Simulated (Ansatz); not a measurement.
## CH6Si, singlet: the ladder up to RCCSDTQ

Geometry: MP2(full)/6-31G*, from the G2/97 set.

```csv
atom,x (Å),y (Å),z (Å)
C,0.0000,0.0000,-1.2762
Si,0.0000,0.0000,0.6040
H,0.0000,-1.0198,-1.6681
H,-0.8831,0.5099,-1.6681
H,0.8831,0.5099,-1.6681
H,0.0000,1.3912,1.1270
H,-1.2048,-0.6956,1.1270
H,1.2048,-0.6956,1.1270
```

Basis 6-31G; Ansatz 0.2.0. Only valence electrons are correlated (noble-gas cores frozen), which leaves 14 electrons in 28 orbitals. Prefix R: restricted or restricted open-shell reference. Active spaces: frontier = (8e, 8o) about the gap.

Full CI isn't at hand for all of this; RCCSDTQ serves as the reference, and is uncertain by about the last step of the cluster series.

```
UHF ⟨S²⟩                          : 0.000
T1 diagnostic (RCCSD)             : 0.0075
largest doubles amplitude (RCCSD) : 0.036
```

**Question.** From what is known of these methods and the diagnostics, rank them by the size of their error in total energy against RCCSDTQ in 6-31G, smallest first (an estimate: the text doesn't fix the numbers).
A. MRCISD+Q (frontier space)
B. CASSCF (frontier space)
C. CISDTQ
D. RCCSD
E. CISD

**Answer.** A (0.2 kJ/mol), C (2.5 kJ/mol), D (9.9 kJ/mol), E (45.4 kJ/mol), B (275.0 kJ/mol).

All errors are against RCCSDTQ in 6-31G. Within each family the higher level lies nearer, as is usual though not guaranteed.

Atomization energy (electronic, same basis, no zero-point term; atoms at the same level, unrestricted beside the R rows where the molecule is a closed shell, with restricted open-shell steps beyond CCSDT(Q)) at RCCSDTQ: 2205.4 kJ/mol. Errors of other levels:

```json
{"level": "RHF", "error (kJ/mol)": "-334.0"}
{"level": "RMP2", "error (kJ/mol)": "-37.8"}
{"level": "CISD", "error (kJ/mol)": "-43.1"}
{"level": "RCCSD", "error (kJ/mol)": "-8.2"}
{"level": "RCCSD(T)", "error (kJ/mol)": "-1.3"}
{"level": "BCCD(T)", "error (kJ/mol)": "-1.2"}
{"level": "RCCSDT", "error (kJ/mol)": "-0.4"}
{"level": "CISDTQ", "error (kJ/mol)": "-2.5"}
{"level": "RCCSDT(Q)", "error (kJ/mol)": "0.0"}
```

This basis is far from its limit, so the value isn't to be set against a measured one. Truncated CI isn't size-consistent, which counts against it in atomization.
